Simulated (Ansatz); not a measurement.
# C₅H₁₂O: one species, many methods

The task here is to estimate one member of a computed series from the others.

Computed with Ansatz 0.2.0, Gaussian basis. Level: functionals in def2-TZVPP, the program's frozen cores in correlated methods.

Plan: LDA (SPW92), PBE-D4, revPBE-D4, BLYP-D4, r2SCAN-D4, B97M-V, PBE0-D4, B3LYP-D4, r2SCANh-D4, r2SCAN0-D4, HSE06-D4, BHLYP-D4, CAM-B3LYP-D4, LC-ωPBE, ωB97X-V, ωB97M-V, B2PLYP, PBE-QIDH; CCSD(T)/def2-SVP; CCSD(T)/def2-TZVPP; MP2/def2-QZVPP; extrapolation to the limit; RPA on PBE.

### The relaxed structure

The geometry comes from an earlier relaxation with PBE0-D4 in a triple-zeta def2 set; it is a stationary point, not always the lowest conformer.

SMILES `CCC(O)CC`, 18 atoms, charge 0, spin multiplicity 1.

Atoms are counted from 1 here; the program's logs count them from 0.

Bond lengths: C1–C2 1.518 Å, C1–H7 1.091 Å, C1–H8 1.094 Å, C1–H9 1.092 Å, C2–C3 1.521 Å, C2–H10 1.099 Å, C2–H11 1.095 Å, C3–O4 1.420 Å, C3–C5 1.521 Å, C3–H12 1.097 Å, O4–H13 0.962 Å, C5–C6 1.518 Å, C5–H14 1.095 Å, C5–H15 1.099 Å, C6–H16 1.094 Å, C6–H17 1.091 Å, C6–H18 1.092 Å. Angles: C2–C1–H7 110.9°, C2–C1–H8 110.9°, C2–C1–H9 111.4°, H7–C1–H8 107.5°, H7–C1–H9 108.3°, H8–C1–H9 107.7°, C1–C2–C3 113.4°, C1–C2–H10 110.1°, C1–C2–H11 110.1°, C3–C2–H10 108.4°, C3–C2–H11 108.6°, H10–C2–H11 106.0°, C2–C3–O4 111.4°, C2–C3–C5 112.1°, C2–C3–H12 108.7°, O4–C3–C5 111.4°, O4–C3–H12 104.1°, C5–C3–H12 108.7° and more.

The first run:

in.yaml

```yaml
crystal:
  periodic: [false, false, false]
  atoms:
    - {symbol: C, position_ang: [-1.248871, 2.220681, 0.172316]}
    - {symbol: C, position_ang: [-0.896219, 0.830910, 0.670316]}
    - {symbol: C, position_ang: [0.051920, 0.081396, -0.253417]}
    - {symbol: O, position_ang: [1.267263, 0.792188, -0.434880]}
    - {symbol: C, position_ang: [0.307156, -1.341876, 0.218995]}
    - {symbol: C, position_ang: [1.170195, -2.147355, -0.735048]}
    - {symbol: H, position_ang: [-0.349435, 2.820244, 0.021915]}
    - {symbol: H, position_ang: [-1.774613, 2.170205, -0.785277]}
    - {symbol: H, position_ang: [-1.895259, 2.744644, 0.879782]}
    - {symbol: H, position_ang: [-0.433844, 0.892076, 1.665098]}
    - {symbol: H, position_ang: [-1.805691, 0.233504, 0.796452]}
    - {symbol: H, position_ang: [-0.389341, 0.045569, -1.257472]}
    - {symbol: H, position_ang: [1.701194, 0.854486, 0.421915]}
    - {symbol: H, position_ang: [-0.657704, -1.839243, 0.366008]}
    - {symbol: H, position_ang: [0.779238, -1.298057, 1.210127]}
    - {symbol: H, position_ang: [0.678625, -2.259822, -1.705433]}
    - {symbol: H, position_ang: [2.127185, -1.651756, -0.907196]}
    - {symbol: H, position_ang: [1.368179, -3.147807, -0.344201]}
basis:
  gaussian: {orbitals: def2-TZVPP}
hamiltonian: {xc: lda}
output: {orbitals: {seedname: orbitals}}
```

Command:

```console
> ansatz run in.yaml --threads 2 --pin off --events-out ev --progress --plain --max-ram 22528MiB --backend cuda --devices 0, --max-vram 18GiB
```

Steps of the session up to this table: LDA; PBE-D4 (GGA); revPBE-D4 (GGA); BLYP-D4 (GGA); r2SCAN-D4 (meta-GGA); B97M-V (meta-GGA); PBE0-D4 (hybrid); B3LYP-D4 (hybrid); r2SCANh-D4 (hybrid); r2SCAN0-D4 (hybrid); HSE06-D4 (hybrid); BHLYP-D4 (hybrid); CAM-B3LYP-D4 (range-separated); LC-ωPBE (range-separated); ωB97X-V (range-separated); ωB97M-V (range-separated); B2PLYP (double hybrid); PBE-QIDH (double hybrid).

One table of the session follows, with a row left open; its other results are not shown here.

It belongs to the step «Orbital energies across the functionals». 

```
  functional  HOMO (eV)  LUMO (eV)  gap (eV)
 LDA (SPW92)      -6.31      -0.06      6.24
      PBE-D4      -6.13       0.14      6.26
   revPBE-D4      -6.05       0.24      6.29
     BLYP-D4      -6.05       0.12      6.17
   r2SCAN-D4      -6.45       0.83      7.28
      B97M-V          ?          ?         ?
     PBE0-D4      -7.73       0.97      8.70
    B3LYP-D4      -7.50       0.62      8.12
  r2SCANh-D4      -7.05       1.08      8.13
  r2SCAN0-D4      -7.95       1.42      9.38
    HSE06-D4      -7.32       0.60      7.92
    BHLYP-D4      -9.27       1.58     10.85
CAM-B3LYP-D4      -9.22       1.72     10.94
     LC-ωPBE     -10.53       3.04     13.57
     ωB97X-V     -10.21       2.82     13.03
     ωB97M-V     -10.15       2.40     12.55
```

Q: Estimate the row for B97M-V from the others.

**Answer.** HOMO (eV): -6.64; LUMO (eV): 0.31; gap (eV): 6.94. In the column «HOMO (eV)» it lies between r2SCANh-D4 (-7.05) and r2SCAN-D4 (-6.45).
